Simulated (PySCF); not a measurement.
# C3H9OP: NMR shifts at several levels of theory

Aim: compute the NMR shifts of C3H9OP (`CP(C)(C)=O`) at several levels, and see how far they spread and what each costs.

Computed with PySCF 2.14.0, with density-fitted response routines of our own, on a single molecule in the gas phase. Atoms count from 0, in the outputs and in this text.

### 1 The starting structure

14 atoms, charge 0, multiplicity 1; geometry from: GFN2-xTB.

Bonds of the start (Å): C0–P1 1.83, P1–C2 1.83, P1–C3 1.83, P1–O4 1.47, C0–H5 1.09, C0–H6 1.09, C0–H7 1.09, C2–H8 1.09, C2–H9 1.09, C2–H10 1.09, C3–H11 1.09, C3–H12 1.09, C3–H13 1.09.

### 2 Geometry optimisation at PBE0-D3(BJ)/def2-SVP

Job settings and geometry (Å):

```
{"job": {"xc": "PBE0", "basis": "def2-SVP", "d3": "d3bj", "grid": 1, "kind": "geom"}, "charge": 0, "multiplicity": 1}
C      1.553650     0.263270    -0.851040
P      0.019800    -0.038610     0.106230
C     -0.971190    -1.187120    -0.924640
C     -0.892920     1.551080     0.065320
O      0.265210    -0.527990     1.468600
H      1.347540     0.626000    -1.852760
H      2.153160     0.987670    -0.306840
H      2.102900    -0.670450    -0.913260
H     -1.921930    -1.356400    -0.414820
H     -1.145210    -0.796700    -1.922030
H     -0.440020    -2.133180    -0.980640
H     -1.059520     1.902560    -0.947700
H     -0.310240     2.283770     0.627580
H     -1.842910     1.407700     0.572530
```

Output:

```text
step   0  E = -535.74622210  max force = 0.034628
step   1  E = -535.74838398  max force = 0.009263
step   2  E = -535.74847487  max force = 0.001344
step   3  E = -535.74847864  max force = 0.000173
optimisation converged
```

Wall time 25 s (4 threads of Intel Xeon Platinum 8375C at 2.90GHz (Ice Lake), shared host).

Along the way:

```
step  energy from step 0 (eV)  largest force component (eV/Å)
   0                   0.0000                          1.7806
   1                  -0.0588                          0.4763
   2                  -0.0613                          0.0691
   3                  -0.0614                          0.0089
```

Distances of close pairs at the start and the end, largest changes first:

```
  bond  before (Å)  after (Å)  change (Å)
 P1–O4       1.468      1.497      +0.029
 P1–C2       1.834      1.819      -0.015
 C2–H9       1.085      1.100      +0.015
 C0–H5       1.085      1.100      +0.015
C3–H11       1.085      1.100      +0.015
 C0–H7       1.085      1.100      +0.015
 C0–P1       1.833      1.819      -0.014
 P1–C3       1.834      1.819      -0.014
```

The final coordinates are the input of the step that follows.

```
                         at the end point                value
  point group (found at 0.08 Å tolerance)                  C3v
rotational constants (GHz, main isotopes)  3.712, 3.710, 3.566
                        dipole moment (D)                 4.14
```

### 3 Shielding tensors: PBE0/pcSseg-2

Job settings and geometry (Å):

```
{"job": {"kind": "nmr", "xc": "PBE0", "basis": "pcSseg-2", "pop": false}, "charge": 0, "multiplicity": 1}
C      1.534768     0.259615    -0.849964
P      0.022986    -0.040658     0.115268
C     -0.964042    -1.171226    -0.912462
C     -0.881133     1.537003     0.060928
O      0.279510    -0.545488     1.500999
H      1.320089     0.632020    -1.862544
H      2.153098     0.992584    -0.311498
H      2.100092    -0.681427    -0.916309
H     -1.927909    -1.346252    -0.412512
H     -1.140552    -0.774010    -1.923011
H     -0.435765    -2.133329    -0.982199
H     -1.052363     1.889168    -0.967039
H     -0.303515     2.289907     0.616867
H     -1.846945     1.403692     0.570005
```

With the program's defaults for keys left out, this is: GIAO PBE0/pcSseg-2 NMR shielding, non-relativistic, gas phase.

Output:

```text
coarse grid: 11552 points
cycle   1  E = -535.9212154751  dE =  4.776e-01  |g| = 9.571e-01  |ddm| = 2.449e+00
cycle   2  E = -535.2717726034  dE =  6.494e-01  |g| = 1.989e+00  |ddm| = 4.331e+00
cycle   3  E = -536.0897794262  dE = -8.180e-01  |g| = 2.530e-01  |ddm| = 3.876e+00
cycle   4  E = -536.1036328468  dE = -1.385e-02  |g| = 7.749e-02  |ddm| = 2.088e-01
cycle   5  E = -536.1050570352  dE = -1.424e-03  |g| = 5.895e-03  |ddm| = 4.498e-02
cycle   6  E = -536.1050634270  dE = -6.392e-06  |g| = 1.683e-03  |ddm| = 8.201e-03
final grid: 105112 points
cycle   7  E = -536.1071376391  dE = -7.858e-05  |g| = 9.810e-03  |ddm| = 3.715e-02
cycle   8  E = -536.1071057034  dE =  3.194e-05  |g| = 1.603e-02  |ddm| = 1.611e-02
cycle   9  E = -536.1071576147  dE = -5.191e-05  |g| = 2.681e-03  |ddm| = 1.200e-02
cycle  10  E = -536.1071589733  dE = -1.359e-06  |g| = 1.139e-04  |ddm| = 2.011e-03
cycle  11  E = -536.1071589762  dE = -2.861e-09  |g| = 4.117e-05  |ddm| = 1.490e-04
cycle  12  E = -536.1071589766  dE = -4.145e-10  |g| = 1.029e-05  |ddm| = 4.372e-05
converged SCF energy = -536.1071589766

GIAO shielding tensors (ppm)
atom      isotropic    diamagn.    paramagn.     s11        s22        s33       span
  0 C      164.480     249.378     -84.898    148.629    158.398    186.413     37.784
  1 P      290.208     963.049    -672.841    210.356    210.556    449.713    239.357
  2 C      164.454     249.393     -84.939    148.682    158.276    186.404     37.722
  3 C      164.436     249.394     -84.958    148.552    158.343    186.413     37.861
  4 O      223.126     395.080    -171.954    139.468    264.780    265.130    125.662
  5 H       30.341      31.451      -1.110     26.937     28.271     35.815      8.877
  6 H       29.897      30.699      -0.802     26.667     28.079     34.947      8.280
  7 H       29.899      30.708      -0.809     26.666     28.083     34.947      8.281
  8 H       29.900      30.714      -0.814     26.668     28.082     34.950      8.281
  9 H       30.338      31.456      -1.118     26.941     28.273     35.799      8.859
 10 H       29.900      30.712      -0.813     26.660     28.084     34.955      8.295
 11 H       30.339      31.454      -1.114     26.939     28.267     35.812      8.873
 12 H       29.900      30.702      -0.802     26.672     28.074     34.954      8.282
 13 H       29.898      30.718      -0.820     26.665     28.094     34.936      8.272
```

It took 54 s on 4 threads of Intel Xeon Platinum 8375C at 2.90GHz (Ice Lake), shared host.

Shifts follow as δ = σ(reference) − σ, with reference shieldings (ppm) from runs at the same level and on the same kind of geometry: ¹H TMS 31.25, ¹³C TMS 184.1, ¹⁷O H2O 328.2, ³¹P H3PO4 296.6. The references are single molecules in the gas phase, so shifts against H2O, NH3, PH3, H3PO4 or CFCl3 are not on the usual liquid scales and can be off by tens of ppm. Atoms listed in one row are averaged.

```
                        atoms                              environment  σ (ppm)  δ (ppm)
                   C0, C2, C3                methyl carbon bonded to P    164.5     19.7
H5, H6, H7, H8, H9 and 4 more  hydrogen on a methyl carbon bonded to P    30.05     1.20
                           P1              phosphorus bonded to 3 C, O    290.2      6.4
                           O4                               P=O oxygen    223.1    105.0
```

### 4 Nuclear shieldings: PBE/pcSseg-2

Settings changed since step 3:

```diff
@@ -1,2 +1,2 @@
-{"job": {"kind": "nmr", "xc": "PBE0", "basis": "pcSseg-2", "pop": false}, "charge": 0, "multiplicity": 1}
+{"job": {"kind": "nmr", "xc": "PBE", "basis": "pcSseg-2", "pop": false}, "charge": 0, "multiplicity": 1}
 C      1.534768     0.259615    -0.849964
```

Method: GIAO PBE/pcSseg-2 NMR shielding, non-relativistic, gas phase.

Output:

```text
coarse grid: 11552 points
cycle   1  E = -535.7862736484  dE =  4.427e-01  |g| = 1.145e+00  |ddm| = 2.490e+00
cycle   2  E = -533.6015932660  dE =  2.185e+00  |g| = 3.094e+00  |ddm| = 1.331e+01
cycle   3  E = -535.9605712839  dE = -2.359e+00  |g| = 6.149e-01  |ddm| = 1.307e+01
cycle   4  E = -536.0451952930  dE = -8.462e-02  |g| = 2.092e-01  |ddm| = 6.097e-01
cycle   5  E = -536.0545688612  dE = -9.374e-03  |g| = 3.887e-02  |ddm| = 1.348e-01
cycle   6  E = -536.0549256585  dE = -3.568e-04  |g| = 1.863e-02  |ddm| = 6.076e-02
cycle   7  E = -536.0550025287  dE = -7.687e-05  |g| = 3.135e-03  |ddm| = 1.473e-02
cycle   8  E = -536.0550042569  dE = -1.728e-06  |g| = 8.933e-04  |ddm| = 2.996e-03
final grid: 105112 points
cycle   9  E = -536.0590408498  dE = -1.010e-04  |g| = 1.694e-02  |ddm| = 5.258e-02
cycle  10  E = -536.0587796864  dE =  2.612e-04  |g| = 3.939e-02  |ddm| = 4.215e-02
cycle  11  E = -536.0590928642  dE = -3.132e-04  |g| = 7.382e-03  |ddm| = 3.630e-02
cycle  12  E = -536.0591035110  dE = -1.065e-05  |g| = 4.205e-04  |ddm| = 6.222e-03
cycle  13  E = -536.0591035547  dE = -4.379e-08  |g| = 1.148e-04  |ddm| = 5.613e-04
cycle  14  E = -536.0591035579  dE = -3.192e-09  |g| = 3.916e-05  |ddm| = 1.190e-04
cycle  15  E = -536.0591035583  dE = -3.379e-10  |g| = 1.138e-05  |ddm| = 5.028e-05
converged SCF energy = -536.0591035583

GIAO shielding tensors (ppm)
atom      isotropic    diamagn.    paramagn.     s11        s22        s33       span
  0 C      159.159     249.406     -90.247    142.895    151.797    182.783     39.888
  1 P      276.070     963.361    -687.291    191.505    191.722    444.983    253.478
  2 C      159.130     249.417     -90.286    142.948    151.670    182.772     39.824
  3 C      159.107     249.420     -90.312    142.806    151.736    182.780     39.974
  4 O      206.862     395.303    -188.441    120.255    249.975    250.357    130.102
  5 H       30.146      31.475      -1.330     26.843     28.198     35.397      8.554
  6 H       29.838      30.788      -0.950     26.847     28.203     34.463      7.616
  7 H       29.839      30.795      -0.956     26.846     28.208     34.464      7.617
  8 H       29.841      30.801      -0.960     26.849     28.207     34.467      7.618
  9 H       30.142      31.480      -1.337     26.847     28.199     35.381      8.534
 10 H       29.840      30.799      -0.959     26.839     28.209     34.472      7.633
 11 H       30.144      31.478      -1.334     26.845     28.194     35.393      8.549
 12 H       29.841      30.790      -0.950     26.853     28.199     34.470      7.617
 13 H       29.838      30.804      -0.966     26.844     28.218     34.452      7.608
```

Run time: 54 s. Hardware: 4 threads of Intel Xeon Platinum 8375C at 2.90GHz (Ice Lake), shared host.

This run: δ C0 20.3, P1 5.7, O4 121.0, H5 1.24 ppm (means over like atoms).

### 5 Nuclear shieldings: wB97X-D/pcSseg-2

Settings changed since step 4:

```diff
@@ -1,2 +1,2 @@
-{"job": {"kind": "nmr", "xc": "PBE", "basis": "pcSseg-2", "pop": false}, "charge": 0, "multiplicity": 1}
+{"job": {"kind": "nmr", "xc": "wB97X-D", "basis": "pcSseg-2", "pop": false}, "charge": 0, "multiplicity": 1}
 C      1.534768     0.259615    -0.849964
```

Level: GIAO wB97X-D/pcSseg-2 NMR shielding, non-relativistic, gas phase.

Output:

```text
coarse grid: 11552 points
cycle   1  E = -536.2168452540  dE =  6.033e-01  |g| = 9.596e-01  |ddm| = 2.440e+00
cycle   2  E = -535.9656530600  dE =  2.512e-01  |g| = 1.523e+00  |ddm| = 2.056e+00
cycle   3  E = -536.3965908186  dE = -4.309e-01  |g| = 9.579e-02  |ddm| = 1.459e+00
cycle   4  E = -536.3984764818  dE = -1.886e-03  |g| = 3.878e-02  |ddm| = 7.613e-02
cycle   5  E = -536.3988307806  dE = -3.543e-04  |g| = 3.921e-03  |ddm| = 2.784e-02
cycle   6  E = -536.3988359617  dE = -5.181e-06  |g| = 7.958e-04  |ddm| = 6.473e-03
final grid: 105112 points
cycle   7  E = -536.4034296938  dE = -2.224e-04  |g| = 5.928e-03  |ddm| = 4.258e-02
cycle   8  E = -536.4034344850  dE = -4.791e-06  |g| = 4.261e-03  |ddm| = 7.961e-03
cycle   9  E = -536.4034385838  dE = -4.099e-06  |g| = 9.145e-04  |ddm| = 2.730e-03
cycle  10  E = -536.4034386773  dE = -9.347e-08  |g| = 7.088e-04  |ddm| = 8.958e-04
cycle  11  E = -536.4034387656  dE = -8.831e-08  |g| = 5.472e-05  |ddm| = 5.445e-04
cycle  12  E = -536.4034387669  dE = -1.321e-09  |g| = 2.193e-05  |ddm| = 1.359e-04
cycle  13  E = -536.4034387670  dE = -1.578e-10  |g| = 4.767e-06  |ddm| = 3.677e-05
converged SCF energy = -536.4034387670

GIAO shielding tensors (ppm)
atom      isotropic    diamagn.    paramagn.     s11        s22        s33       span
  0 C      164.312     249.085     -84.773    148.286    158.418    186.232     37.946
  1 P      286.289     963.073    -676.784    206.799    206.996    445.072    238.273
  2 C      164.284     249.092     -84.808    148.337    158.297    186.217     37.880
  3 C      164.265     249.096     -84.830    148.206    158.362    186.227     38.021
  4 O      227.526     394.989    -167.463    147.038    267.578    267.963    120.924
  5 H       30.495      31.550      -1.054     27.138     28.433     35.915      8.777
  6 H       30.002      30.715      -0.713     26.767     28.171     35.068      8.301
  7 H       30.003      30.725      -0.722     26.766     28.175     35.069      8.303
  8 H       30.003      30.730      -0.727     26.767     28.173     35.070      8.303
  9 H       30.491      31.550      -1.060     27.139     28.433     35.899      8.760
 10 H       30.004      30.728      -0.724     26.760     28.176     35.076      8.316
 11 H       30.494      31.552      -1.058     27.139     28.430     35.912      8.773
 12 H       30.005      30.720      -0.716     26.773     28.167     35.075      8.302
 13 H       30.002      30.735      -0.733     26.764     28.184     35.057      8.293
```

Wall time 66 s (4 threads of Intel Xeon Platinum 8375C at 2.90GHz (Ice Lake), shared host).

This run: δ C0 20.1, P1 6.8, O4 99.3, H5 1.19 ppm (means over like atoms).

### 6 Shielding tensors: KT2/pcSseg-2

Settings changed since step 5:

```diff
@@ -1,2 +1,2 @@
-{"job": {"kind": "nmr", "xc": "wB97X-D", "basis": "pcSseg-2", "pop": false}, "charge": 0, "multiplicity": 1}
+{"job": {"kind": "nmr", "xc": "KT2", "basis": "pcSseg-2", "pop": false}, "charge": 0, "multiplicity": 1}
 C      1.534768     0.259615    -0.849964
```

Method: GIAO KT2/pcSseg-2 NMR shielding, non-relativistic, gas phase.

Output:

```text
coarse grid: 11552 points
cycle   1  E = -542.1439031853  dE =  4.656e-01  |g| = 1.107e+00  |ddm| = 2.395e+00
cycle   2  E = -539.8546474293  dE =  2.289e+00  |g| = 3.060e+00  |ddm| = 1.285e+01
cycle   3  E = -542.3369355871  dE = -2.482e+00  |g| = 5.028e-01  |ddm| = 1.258e+01
cycle   4  E = -542.3916096256  dE = -5.467e-02  |g| = 2.498e-01  |ddm| = 6.039e-01
cycle   5  E = -542.4056810765  dE = -1.407e-02  |g| = 3.475e-02  |ddm| = 1.409e-01
cycle   6  E = -542.4059584385  dE = -2.774e-04  |g| = 1.791e-02  |ddm| = 5.842e-02
cycle   7  E = -542.4060339718  dE = -7.553e-05  |g| = 3.225e-03  |ddm| = 1.570e-02
cycle   8  E = -542.4060358438  dE = -1.872e-06  |g| = 7.445e-04  |ddm| = 3.529e-03
final grid: 105112 points
cycle   9  E = -542.4343985357  dE = -3.544e-04  |g| = 1.686e-02  |ddm| = 8.206e-02
cycle  10  E = -542.4343219190  dE =  7.662e-05  |g| = 2.487e-02  |ddm| = 2.920e-02
cycle  11  E = -542.4344231671  dE = -1.012e-04  |g| = 8.968e-03  |ddm| = 2.694e-02
cycle  12  E = -542.4344380069  dE = -1.484e-05  |g| = 1.958e-03  |ddm| = 9.243e-03
cycle  13  E = -542.4344389370  dE = -9.301e-07  |g| = 1.124e-04  |ddm| = 1.460e-03
cycle  14  E = -542.4344389386  dE = -1.564e-09  |g| = 6.320e-05  |ddm| = 1.463e-04
cycle  15  E = -542.4344389396  dE = -1.074e-09  |g| = 1.117e-05  |ddm| = 6.282e-05
cycle  16  E = -542.4344389397  dE = -3.047e-11  |g| = 2.925e-06  |ddm| = 1.261e-05
converged SCF energy = -542.4344389397

GIAO shielding tensors (ppm)
atom      isotropic    diamagn.    paramagn.     s11        s22        s33       span
  0 C      162.611     249.691     -87.080    146.797    155.501    185.535     38.738
  1 P      309.871     965.591    -655.720    229.250    229.450    470.913    241.663
  2 C      162.585     249.702     -87.117    146.851    155.379    185.525     38.674
  3 C      162.565     249.707     -87.142    146.716    155.445    185.535     38.819
  4 O      207.359     395.110    -187.751    121.604    250.051    250.423    128.819
  5 H       30.153      31.451      -1.298     26.749     28.155     35.554      8.806
  6 H       29.861      30.757      -0.897     26.792     28.164     34.625      7.833
  7 H       29.862      30.765      -0.903     26.792     28.169     34.626      7.835
  8 H       29.864      30.770      -0.906     26.794     28.168     34.629      7.835
  9 H       30.149      31.455      -1.305     26.753     28.156     35.539      8.786
 10 H       29.863      30.768      -0.906     26.784     28.170     34.634      7.850
 11 H       30.151      31.453      -1.302     26.751     28.151     35.551      8.801
 12 H       29.863      30.760      -0.896     26.798     28.160     34.632      7.834
 13 H       29.861      30.775      -0.913     26.789     28.179     34.615      7.825
```

Run time: 52 s. Hardware: 4 threads of Intel Xeon Platinum 8375C at 2.90GHz (Ice Lake), shared host.

Key values: δ C0 19.7, P1 3.2, O4 117.0, H5 1.22 ppm (means over like atoms).

### 7 NMR shieldings: HF/pcSseg-2

Settings changed since step 6:

```diff
@@ -1,2 +1,2 @@
-{"job": {"kind": "nmr", "xc": "KT2", "basis": "pcSseg-2", "pop": false}, "charge": 0, "multiplicity": 1}
+{"job": {"kind": "nmr", "xc": "HF", "basis": "pcSseg-2", "pop": false}, "charge": 0, "multiplicity": 1}
 C      1.534768     0.259615    -0.849964
```

Level: GIAO HF/pcSseg-2 NMR shielding, non-relativistic, gas phase.

Output:

```text
final grid: 105112 points
cycle   1  E = -534.4304666135  dE =  7.709e-01  |g| = 7.959e-01  |ddm| = 2.395e+00
cycle   2  E = -534.5049531250  dE = -7.449e-02  |g| = 6.491e-01  |ddm| = 9.649e-01
cycle   3  E = -534.5828432906  dE = -7.789e-02  |g| = 7.165e-02  |ddm| = 4.533e-01
cycle   4  E = -534.5847509387  dE = -1.908e-03  |g| = 1.239e-02  |ddm| = 8.001e-02
cycle   5  E = -534.5848085395  dE = -5.760e-05  |g| = 3.059e-03  |ddm| = 1.520e-02
cycle   6  E = -534.5848126874  dE = -4.148e-06  |g| = 8.223e-04  |ddm| = 4.671e-03
cycle   7  E = -534.5848129738  dE = -2.865e-07  |g| = 2.022e-04  |ddm| = 1.455e-03
cycle   8  E = -534.5848129972  dE = -2.332e-08  |g| = 4.368e-05  |ddm| = 3.970e-04
cycle   9  E = -534.5848129984  dE = -1.287e-09  |g| = 1.301e-05  |ddm| = 8.273e-05
cycle  10  E = -534.5848129985  dE = -1.089e-10  |g| = 4.426e-06  |ddm| = 3.144e-05
converged SCF energy = -534.5848129985

GIAO shielding tensors (ppm)
atom      isotropic    diamagn.    paramagn.     s11        s22        s33       span
  0 C      174.396     245.552     -71.156    160.613    170.876    191.699     31.086
  1 P      328.255     960.219    -631.965    261.948    262.109    460.707    198.759
  2 C      174.374     245.572     -71.198    160.662    170.768    191.690     31.028
  3 C      174.361     245.569     -71.208    160.552    170.833    191.697     31.145
  4 O      262.207     395.304    -133.097    196.867    294.731    295.023     98.156
  5 H       30.967      31.543      -0.576     27.366     28.700     36.836      9.470
  6 H       30.346      30.652      -0.306     26.727     28.234     36.076      9.348
  7 H       30.347      30.662      -0.314     26.727     28.238     36.076      9.349
  8 H       30.347      30.669      -0.321     26.729     28.236     36.078      9.349
  9 H       30.964      31.549      -0.586     27.368     28.701     36.821      9.453
 10 H       30.348      30.667      -0.319     26.722     28.239     36.083      9.361
 11 H       30.965      31.546      -0.581     27.366     28.695     36.832      9.466
 12 H       30.348      30.655      -0.307     26.731     28.229     36.082      9.351
 13 H       30.347      30.673      -0.326     26.727     28.248     36.066      9.339
```

Run time: 29 s. Hardware: 4 threads of Intel Xeon Platinum 8375C at 2.90GHz (Ice Lake), shared host.

In short: δ C0 17.1, P1 15.7, O4 64.1, H5 1.13 ppm (means over like atoms).

### 8 Comparing the runs: NMR shifts

Shifts (ppm), means over like atoms, with basis size and wall time:

```
             run    C0    H5    P1     O4  functions  time
   PBE0/pcSseg-2  19.7  1.20   6.4  105.0        313  54 s
    PBE/pcSseg-2  20.3  1.24   5.7  121.0        313  54 s
wB97X-D/pcSseg-2  20.1  1.19   6.8   99.3        313  66 s
    KT2/pcSseg-2  19.7  1.22   3.2  117.0        313  52 s
     HF/pcSseg-2  17.1  1.13  15.7   64.1        313  29 s
```

### 9 Results

| quantity | value |
| --- | --- |
| point group | C3v |
| rotational constants (main isotopes) | 3.71, 3.71, 3.57 GHz |
| ¹³C shifts against TMS (PBE0/pcSseg-2, means over atoms taken as alike) | 19.7 ppm |
| ¹H shifts against TMS (PBE0/pcSseg-2, means over atoms taken as alike) | 1.20 ppm |
| ³¹P shifts against H3PO4 (PBE0/pcSseg-2) | 6.4 ppm |
| ¹⁷O shifts against H2O (PBE0/pcSseg-2) | 105.0 ppm |
| range of the shift of O4 | 64.1 to 121.0 ppm |

What this shows: Single values in the summary come from the first sound run of each kind (PBE0/pcSseg-2), which need not be the best level. The optimisation took 3 steps and gained 0.061 eV; among the close pairs (by a distance rule), P1–O4 changed most, from 1.468 to 1.497 Å. At PBE0/pcSseg-2: The widest tensor belongs to P1: span 239 ppm, with a paramagnetic part of -673 ppm. In ppm, O4 moves most: its shift spreads over 56.9 ppm, from 64.1 (HF/pcSseg-2) to 121.0 (PBE/pcSseg-2).
